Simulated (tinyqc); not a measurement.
Worked calculation: Hueckel theory of the pi electrons, for the molecule Fc1ccsc1 (SMILES; centres numbered as the heavy atoms are written). One step of it, computed by the program tinyqc.

Task: Energy, charges, bond orders. E = sum n x; q_r = z_r - P_rr; bond order p = P_rs; free valence = sqrt(3) - sum of p over the bonds of the atom.

x values: 3.196205  1.881960  0.950260  0.587033  -0.958023  -1.657435

occupations: 2.000000  2.000000  2.000000  2.000000  0.000000  0.000000

charge and bond-order matrix P:
```
           1F         2C         3C         4C         5S         6C
1F   1.977495   0.144581  -0.076524   0.004994   0.040068  -0.126942
2C   0.144581   1.067196   0.541639  -0.093518  -0.227717   0.787786
3C  -0.076524   0.541639   1.109632   0.790836  -0.237787  -0.082387
4C   0.004994  -0.093518   0.790836   1.048589   0.450421  -0.400709
5S   0.040068  -0.227717  -0.237787   0.450421   1.706662   0.433297
6C  -0.126942   0.787786  -0.082387  -0.400709   0.433297   1.090427
```

Centres:
```
centre  z_r, pi electrons of the neutral centre         h
1F                                            2  3.000000
2C                                            1  0.000000
3C                                            1  0.000000
4C                                            1  0.000000
5S                                            2  1.000000
6C                                            1  0.000000
```

Bonds:
```
i  j         k
1  2  0.700000
2  3         1
3  4         1
4  5  0.650000
5  6  0.650000
6  2         1
```

Give: pi energy = 8 alpha + this times beta; pi charges; Bond orders and lengths from R = 1.517 - 0.180 p; free valence of the carbons; gap between the highest filled and the next level.

Result:

pi energy = 8 alpha + this times beta = 13.2309

pi charges: 1F 0.0225, 2C -0.0672, 3C -0.1096, 4C -0.0486, 5S 0.2933, 6C -0.0904

Bond orders and lengths from R = 1.517 - 0.180 p (angstrom, C-C alone):
```
bond       p       R
1-2   0.1446       -
2-3   0.5416  1.4195
3-4   0.7908  1.3746
4-5   0.4504       -
5-6   0.4333       -
6-2   0.7878  1.3752
```

free valence of the carbons: 2C 0.2580, 3C 0.3996, 4C 0.4908, 6C 0.5110

gap between the highest filled and the next level = 1.5451 |beta|
